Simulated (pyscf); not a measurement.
Optimised with ωB97X-D3(BJ)/def2-SVP in PySCF.

Task: For the elementary gas-phase step H₂N–Mg–OH + H₃Si–NH–SiH₃ -> H₂N–Mg–N(SiH₃)–SiH₃ + water (H₂O) (singlet surface; Mg–O, H–N broken, Mg–N, H–O formed), what barrier and reaction energy does B3LYP-D3(BJ)/def2-TZVP give, measured from the separated reactants?

Result: ΔE‡ = -10.9 kcal/mol, ΔE = +6.1 kcal/mol. ωB97M-D3(BJ)/def2-TZVP gives -8.8 kcal/mol and +6.6 kcal/mol. Zero-point energy shifts the barrier by -0.7 kcal/mol. It is a four-centre exchange, with an imaginary mode of 1026i cm⁻¹. On the reactant side the descent ends in an adduct with a Mg–N contact, 23.6 kcal/mol under the separated species and 10.4 kcal/mol under the saddle at ωB97X-D3(BJ)/def2-TZVP. On the product side the descent ends in an adduct with a Mg–O contact (not fully relaxed), 23.8 kcal/mol under the separated species and 7.4 kcal/mol under the saddle at ωB97X-D3(BJ)/def2-TZVP. At B3LYP-D3(BJ) the saddle lies under the separated reactants, which points to a path from their complex (located at ωB97X-D3(BJ) alone). At B3LYP-D3(BJ) the saddle lies under the separated products, which points to a path from their complex (located at ωB97X-D3(BJ) alone), and parting the products costs more than the saddle. What is counted as formed (Mg–N) is already present as a longer contact in the reactant adduct; forming that adduct is a step of its own. What is counted as broken (Mg–O) persists as a longer contact in the product adduct; parting that adduct is a step of its own. At ωB97X-D3(BJ)/def2-TZVP the barrier from the zero used here is -13.1 kcal/mol. This is the saddle that the search found; another between the same sides may lie lower.
